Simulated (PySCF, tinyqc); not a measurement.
Inside a calculation. Method: RHF in the sto-3g basis, for HF, spin multiplicity 1. The lowest restricted solution is unstable here: a spin-polarised one lies 0.0003 hartree lower (PySCF). Computed by tinyqc, a small Python program that keeps every step (integrals from PySCF). Settings: charge = 0, multiplicity = 1, basis = sto-3g, energy threshold = 1e-09, iteration cap = 51, orthogonalisation = symmetric, start = core, DIIS depth = 8, DIIS from iteration = 2, method = RHF. Command: `OMP_NUM_THREADS=1 python tinyqc.py 24675 24676 out.jsonl` (the two numbers bound the seeds that draw the settings). One thread of a shared host (Intel(R) Xeon(R) Processor @ 2.60GHz), about 0.05 s of CPU time with the checks. Later iterations appear only in the table of the cycle.

## One-electron integrals

Geometry (angstrom):
```
atom         x         y         z
F     0.000000  0.000000  0.000000
H     0.000000  0.000000  1.218000
```

Basis sto-3g: exponents (1/bohr^2) and contraction coefficients of normalised primitives:
```
element  l (shell)    exponent  coefficient
F            s (1)  166.679130     0.154329
F            s (1)   30.360812     0.535328
F            s (1)    8.216821     0.444635
F            s (2)    6.464803    -0.099967
F            s (2)    1.502281     0.399513
F            s (2)    0.488588     0.700115
F            p (3)    6.464803     0.155916
F            p (3)    1.502281     0.607684
F            p (3)    0.488588     0.391957
H            s (1)    3.425251     0.154329
H            s (1)    0.623914     0.535328
H            s (1)    0.168855     0.444635
```

Overlap, kinetic and nuclear-attraction integrals over the contracted functions; the nuclear repulsion is the sum of Za Zb / Rab.

nuclear repulsion = 3.91017644 hartree

overlap S, lower triangle:
```
           1F 1s     1F 2s    1F 2px    1F 2py    1F 2pz     2H 1s
1F 1s   1.000000
1F 2s   0.237990  1.000000
1F 2px  0.000000  0.000000  1.000000
1F 2py  0.000000  0.000000  0.000000  1.000000
1F 2pz  0.000000  0.000000  0.000000  0.000000  1.000000
2H 1s   0.024135  0.274599  0.000000  0.000000  0.239866  1.000000
```

kinetic energy T (hartree), lower triangle:
```
            1F 1s     1F 2s    1F 2px    1F 2py    1F 2pz     2H 1s
1F 1s   36.984577
1F 2s   -0.212858  1.037995
1F 2px   0.000000  0.000000  3.248015
1F 2py   0.000000  0.000000  0.000000  3.248015
1F 2pz   0.000000  0.000000  0.000000  0.000000  3.248015
2H 1s   -0.007463  0.019820  0.000000  0.000000  0.094930  0.760032
```

nuclear attraction V (hartree), lower triangle:
```
             1F 1s       1F 2s      1F 2px      1F 2py      1F 2pz      2H 1s
1F 1s   -77.444044
1F 2s    -9.280207  -11.975384
1F 2px    0.000000    0.000000  -11.864316
1F 2py    0.000000    0.000000    0.000000  -11.864316
1F 2pz   -0.008535   -0.106199    0.000000    0.000000  -11.919933
2H 1s    -0.963720   -2.348570    0.000000    0.000000   -1.763305  -5.086049
```

core Hamiltonian H = T + V (hartree), lower triangle:
```
             1F 1s       1F 2s     1F 2px     1F 2py     1F 2pz      2H 1s
1F 1s   -40.459467
1F 2s    -9.493064  -10.937389
1F 2px    0.000000    0.000000  -8.616301
1F 2py    0.000000    0.000000   0.000000  -8.616301
1F 2pz   -0.008535   -0.106199   0.000000   0.000000  -8.671918
2H 1s    -0.971182   -2.328751   0.000000   0.000000  -1.668375  -4.326017
```

## Two-electron integrals

Functions are numbered as in S; the eight-fold symmetry (ij|kl) = (ji|kl) = (kl|ij) leaves the list below.

Two-electron integrals (ij|kl) in chemists' order, unique and non-zero (hartree):
```
(11|11) 5.403501   (21|11) 0.841920   (21|21) 0.156299   (22|11) 1.268028
(22|21) 0.292344   (22|22) 0.926167   (31|31) 0.027998   (32|31) 0.043169
(32|32) 0.204588   (33|11) 1.264502   (33|21) 0.292403   (33|22) 0.925959
(33|33) 0.997514   (41|41) 0.027998   (42|41) 0.043169   (42|42) 0.204588
(43|43) 0.053770   (44|11) 1.264502   (44|21) 0.292403   (44|22) 0.925959
(44|33) 0.889973   (44|44) 0.997514   (51|51) 0.027998   (52|51) 0.043169
(52|52) 0.204588   (53|53) 0.053770   (54|54) 0.053770   (55|11) 1.264502
(55|21) 0.292403   (55|22) 0.925959   (55|33) 0.889973   (55|44) 0.889973
(55|55) 0.997514   (61|11) 0.086389   (61|21) 0.015915   (61|22) 0.029624
(61|33) 0.029579   (61|44) 0.029579   (61|51) 0.000633   (61|52) 0.001197
(61|55) 0.029718   (61|61) 0.001636   (62|11) 0.238684   (62|21) 0.055853
(62|22) 0.199865   (62|33) 0.196852   (62|44) 0.196852   (62|51) 0.003783
(62|52) 0.030688   (62|55) 0.205690   (62|61) 0.005777   (62|62) 0.055004
(63|31) 0.005603   (63|32) 0.034132   (63|53) 0.006306   (63|63) 0.007832
(64|41) 0.005603   (64|42) 0.034132   (64|54) 0.006306   (64|64) 0.007832
(65|11) 0.170733   (65|21) 0.040439   (65|22) 0.154972   (65|33) 0.148550
(65|44) 0.148550   (65|51) 0.007981   (65|52) 0.056442   (65|55) 0.167636
(65|61) 0.004339   (65|62) 0.052463   (65|65) 0.057573   (66|11) 0.428661
(66|21) 0.101916   (66|22) 0.421716   (66|33) 0.408721   (66|44) 0.408721
(66|51) 0.007825   (66|52) 0.090959   (66|55) 0.447328   (66|61) 0.010582
(66|62) 0.155673   (66|65) 0.173361   (66|66) 0.774606
```

## Orthogonalisation

S = U s U^T; symmetric (Loewdin) form X = U s^(-1/2) U^T, so that X^T S X = 1.

eigenvalues of S: 0.597203  0.851003  1.000000  1.000000  1.128180  1.423614

X, lower triangle:
```
            1F 1s      1F 2s    1F 2px    1F 2py     1F 2pz     2H 1s
1F 1s    1.022662
1F 2s   -0.127211   1.055182
1F 2px   0.000000   0.000000  1.000000
1F 2py   0.000000   0.000000  0.000000  1.000000
1F 2pz  -0.003228   0.028123  0.000000  0.000000   1.023954
2H 1s    0.014702  -0.153395  0.000000  0.000000  -0.131196  1.055824
```

## Starting guess

The start is the orbitals of the core Hamiltonian; D = 2 C_occ C_occ^T.

D at the start, lower triangle:
```
            1F 1s      1F 2s    1F 2px    1F 2py     1F 2pz     2H 1s
1F 1s    2.123181
1F 2s   -0.522161   2.212509
1F 2px   0.000000   0.000000  2.000000
1F 2py   0.000000   0.000000  0.000000  2.000000
1F 2pz  -0.016181   0.089437  0.000000  0.000000   2.083652
2H 1s    0.046400  -0.193299  0.000000  0.000000  -0.219552  0.038443
```

## Iteration 1: building the Fock matrix

J_ij = sum D_kl (ij|kl), K_ij = sum D_kl (ik|jl); F = H + J - 0.5 K; E = tr D H + tr D J / 2 - 0.25 tr D K + E_nn.

Coulomb J (hartree), lower triangle:
```
            1F 1s     1F 2s    1F 2px    1F 2py    1F 2pz     2H 1s
1F 1s   20.948943
1F 2s    4.016059  9.942962
1F 2px   0.000000  0.000000  9.934589
1F 2py   0.000000  0.000000  0.000000  9.934589
1F 2pz   0.002208  0.002158  0.000000  0.000000  9.933285
2H 1s    0.409196  2.074223  0.000000  0.000000  1.577980  4.214173
```

exchange K (hartree), lower triangle:
```
            1F 1s     1F 2s    1F 2px    1F 2py    1F 2pz     2H 1s
1F 1s   11.111165
1F 2s    1.947677  3.236898
1F 2px   0.000000  0.000000  2.666477
1F 2py   0.000000  0.000000  0.000000  2.666477
1F 2pz   0.000891  0.006312  0.000000  0.000000  2.668090
2H 1s    0.211162  0.588766  0.000000  0.000000  0.332649  0.174122
```

Fock matrix F (hartree), lower triangle:
```
             1F 1s      1F 2s     1F 2px     1F 2py     1F 2pz      2H 1s
1F 1s   -25.066106
1F 2s    -6.450844  -2.612875
1F 2px    0.000000   0.000000  -0.014950
1F 2py    0.000000   0.000000   0.000000  -0.014950
1F 2pz   -0.006772  -0.107197   0.000000   0.000000  -0.072678
2H 1s    -0.667568  -0.548910   0.000000   0.000000  -0.256719  -0.198905
```

total energy of this density = -97.89169666 hartree

## Iteration 1: diagonalisation and new density

Diagonalise F' = X^T F X, C = X C', fill 5 alpha and 5 beta electrons from the bottom; D = 2 C_occ C_occ^T. Each column has its largest component positive (the first on a tie).

F' = X^T F X (hartree), lower triangle:
```
            1          2          3          4          5          6
1  -24.597000
2   -3.366277  -1.440229
3    0.000000   0.000000  -0.014950
4    0.000000   0.000000   0.000000  -0.014950
5   -0.012349  -0.055745   0.000000   0.000000  -0.014452
6   -0.052513  -0.254555   0.000000   0.000000  -0.244701  -0.036877
```

orbital energies (hartree): MO1 -25.076753, MO2 -1.034183, MO3 -0.212381, MO4 -0.014950, MO5 -0.014950, MO6 0.234758

coefficients C:
```
              MO1        MO2        MO3        MO4       MO5        MO6
1F 1s    0.994541  -0.256395   0.074781   0.000000  0.000000   0.042465
1F 2s    0.022362   0.981029  -0.355490   0.000000  0.000000  -0.254206
1F 2px   0.000000   0.000000   0.000000  -0.396607  0.917989   0.000000
1F 2py   0.000000   0.000000   0.000000   0.917989  0.396607   0.000000
1F 2pz   0.001165   0.108603   0.647539   0.000000  0.000000  -0.797116
2H 1s   -0.003474   0.115024   0.622343   0.000000  0.000000   0.869006
```

D after iteration 1, lower triangle:
```
            1F 1s      1F 2s    1F 2px    1F 2py    1F 2pz     2H 1s
1F 1s    2.120885
1F 2s   -0.511750   2.178583
1F 2px   0.000000   0.000000  2.000000
1F 2py   0.000000   0.000000  0.000000  2.000000
1F 2pz   0.043475  -0.247249  0.000000  0.000000  0.862204
2H 1s    0.027186  -0.216944  0.000000  0.000000  0.830958  0.801106
```

Within a degenerate level the vectors are fixed only up to a rotation; this is one choice.

## Iteration 2: building the Fock matrix

As before.

Coulomb J (hartree), lower triangle:
```
            1F 1s     1F 2s    1F 2px    1F 2py    1F 2pz     2H 1s
1F 1s   20.037557
1F 2s    3.809745  9.420343
1F 2px   0.000000  0.000000  9.432683
1F 2py   0.000000  0.000000  0.000000  9.432683
1F 2pz  -0.000986  0.056004  0.000000  0.000000  9.369145
2H 1s    0.388145  2.022734  0.000000  0.000000  1.581889  4.541531
```

exchange K (hartree), lower triangle:
```
            1F 1s      1F 2s    1F 2px    1F 2py    1F 2pz     2H 1s
1F 1s   11.075297
1F 2s    1.900651   3.056141
1F 2px   0.000000   0.000000  2.612085
1F 2py   0.000000   0.000000  0.000000  2.612085
1F 2pz   0.003650  -0.044165  0.000000  0.000000  1.836713
2H 1s    0.207340   0.709924  0.000000  0.000000  0.699887  1.014472
```

Fock matrix F (hartree), lower triangle:
```
             1F 1s      1F 2s     1F 2px     1F 2py     1F 2pz      2H 1s
1F 1s   -25.959558
1F 2s    -6.633645  -3.045116
1F 2px    0.000000   0.000000  -0.489660
1F 2py    0.000000   0.000000   0.000000  -0.489660
1F 2pz   -0.011346  -0.028113   0.000000   0.000000  -0.221130
2H 1s    -0.686707  -0.660978   0.000000   0.000000  -0.436429  -0.291722
```

total energy of this density = -98.51008577 hartree

## Iteration 2: diagonalisation and new density

As before.

F' = X^T F X (hartree), lower triangle:
```
            1          2          3          4          5          6
1  -25.490903
2   -3.393756  -1.847366
3    0.000000   0.000000  -0.489660
4    0.000000   0.000000   0.000000  -0.489660
5   -0.029744   0.056859   0.000000   0.000000  -0.118337
6   -0.049300  -0.318941   0.000000   0.000000  -0.425806  -0.063747
```

orbital energies (hartree): MO1 -25.968751, MO2 -1.440239, MO3 -0.489660, MO4 -0.489660, MO5 -0.488574, MO6 0.377211

coefficients C:
```
              MO1        MO2        MO3       MO4        MO5        MO6
1F 1s    0.994996  -0.258947   0.000000  0.000000   0.049573   0.052140
1F 2s    0.020559   1.000271   0.000000  0.000000  -0.256575  -0.295154
1F 2px   0.000000   0.000000  -0.346848  0.937921   0.000000   0.000000
1F 2py   0.000000   0.000000   0.937921  0.346848   0.000000   0.000000
1F 2pz   0.001163   0.027102   0.000000  0.000000   0.685649  -0.771781
2H 1s   -0.003120   0.086378   0.000000  0.000000   0.595241   0.891034
```

D after iteration 2, lower triangle:
```
            1F 1s      1F 2s    1F 2px    1F 2py    1F 2pz     2H 1s
1F 1s    2.119055
1F 2s   -0.502561   2.133592
1F 2px   0.000000   0.000000  2.000000
1F 2py   0.000000   0.000000  0.000000  2.000000
1F 2pz   0.056258  -0.297575  0.000000  0.000000  0.941700
2H 1s    0.008073  -0.132773  0.000000  0.000000  0.820927  0.723566
```

Within a degenerate level the vectors are fixed only up to a rotation; this is one choice.

## Iteration 6 (converged): orbitals

converged F (hartree), lower triangle:
```
             1F 1s      1F 2s     1F 2px     1F 2py     1F 2pz      2H 1s
1F 1s   -25.915751
1F 2s    -6.625264  -3.018043
1F 2px    0.000000   0.000000  -0.463062
1F 2py    0.000000   0.000000   0.000000  -0.463062
1F 2pz   -0.015702  -0.026640   0.000000   0.000000  -0.223403
2H 1s    -0.685800  -0.668617   0.000000   0.000000  -0.437716  -0.303246
```

As before.

F' = X^T F X (hartree), lower triangle:
```
            1          2          3          4          5          6
1  -25.446747
2   -3.394434  -1.816398
3    0.000000   0.000000  -0.463062
4    0.000000   0.000000   0.000000  -0.463062
5   -0.034737   0.060798   0.000000   0.000000  -0.120381
6   -0.046983  -0.330399   0.000000   0.000000  -0.426118  -0.073089
```

orbital energies (hartree): MO1 -25.925042, MO2 -1.416140, MO3 -0.491417, MO4 -0.463062, MO5 -0.463062, MO6 0.375984

coefficients C:
```
              MO1        MO2        MO3        MO4       MO5        MO6
1F 1s    0.994967  -0.257984   0.052264   0.000000  0.000000   0.054758
1F 2s    0.020674   0.994563  -0.267338   0.000000  0.000000  -0.304727
1F 2px   0.000000   0.000000   0.000000  -0.395481  0.918474   0.000000
1F 2py   0.000000   0.000000   0.000000   0.918474  0.395481   0.000000
1F 2pz   0.001343   0.027146   0.685466   0.000000  0.000000  -0.771941
2H 1s   -0.003174   0.101337   0.594096   0.000000  0.000000   0.890222
```

D after iteration 6, lower triangle:
```
            1F 1s      1F 2s    1F 2px    1F 2py    1F 2pz     2H 1s
1F 1s    2.118495
1F 2s   -0.499967   2.122106
1F 2px   0.000000   0.000000  2.000000
1F 2py   0.000000   0.000000  0.000000  2.000000
1F 2pz   0.060316  -0.312449  0.000000  0.000000  0.941206
2H 1s    0.003496  -0.116207  0.000000  0.000000  0.819959  0.726458
```

Within a degenerate level the vectors are fixed only up to a rotation; this is one choice.

## Convergence

Stop when the energy changes by less than 1e-09 hartree and every element of the error matrix X^T (F D S - S D F) X is below 9e-06.

Course of the cycle:
```
iteration   E (hartree)     change  largest element of the error matrix
1          -97.89169666          -                             4.81e-01
2          -98.51008577  -6.18e-01                             8.74e-02
3          -98.51689101  -6.81e-03                             1.97e-02
4          -98.51714944  -2.58e-04                             1.38e-03
5          -98.51715159  -2.14e-06                             2.32e-05
6          -98.51715159  -3.67e-10                             1.03e-06
```

PySCF RHF in the same basis = -98.51715159 hartree

Converged in 6 iterations.

## Populations, bond orders and dipole

Mulliken: Z minus the diagonal of D S on the atom; Loewdin: the same with S^(1/2) D S^(1/2); Mayer order: 2 sum_s sum (D(s) S)_ij (D(s) S)_ji over the two atoms.

Charges (e):
```
atom   Mulliken    Loewdin
1F    -0.108688  -0.089367
2H     0.108688   0.089367
```

Mayer bond orders:
```
pair     order
2-1   0.988187
```

dipole moment about the origin, x y z (debye): 0.000000  0.000000  1.042210
